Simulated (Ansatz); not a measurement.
System: C$_{2}$H$_{3}$, charge 0, multiplicity 2. It need not be the lowest isomer of its formula. 
Coordinates optimised at B3LYP-D3(BJ)/def2-TZVP (Ansatz, a quantum-chemistry and plane-wave program):
SMILES: [CH]=C
```xyz
5

C      0.0510    -0.5838    -0.0118
C      0.0446     0.7173     0.0179
H     -0.8735    -1.1638    -0.0541
H      0.9720    -1.1602     0.0038
H     -0.6722     1.5232     0.0139
```
Charge 0, spin multiplicity 2.

Atomisation energy built up term by term with Ansatz (kcal/mol; UHF references for open shells; valence terms freeze the core; atomic spin-orbit terms are left out). CBS marks a two-point X^-3 extrapolation of the correlation energy; Hartree-Fock from the larger set.

The UHF reference is spin-contaminated (<S^2> 0.18 over the pure value in the largest basis). 

```json
[
 {"term": "Hartree-Fock", "basis": "cc-pVQZ", "kcal/mol": "337.81"},
 {"term": "CCSD correlation", "basis": "CBS(cc-pVTZ,cc-pVQZ)", "kcal/mol": "?"},
 {"term": "(T)", "basis": "CBS(cc-pVTZ,cc-pVQZ)", "kcal/mol": "?"},
 {"term": "CCSDT - CCSD(T)", "basis": "cc-pVDZ", "kcal/mol": "0.39"},
 {"term": "core correlation", "basis": "cc-pwCVTZ", "kcal/mol": "2.08"},
 {"term": "scalar relativity (X2C)", "basis": "cc-pVTZ-DK against cc-pVTZ", "kcal/mol": "-0.30"},
 {"term": "sum: De", "basis": "", "kcal/mol": "?"}
]
```

Task: Complete the blanks.

Result: 
- CCSD correlation, kcal/mol: 99.22
- (T), kcal/mol: 6.67
- sum: De, kcal/mol: 445.9
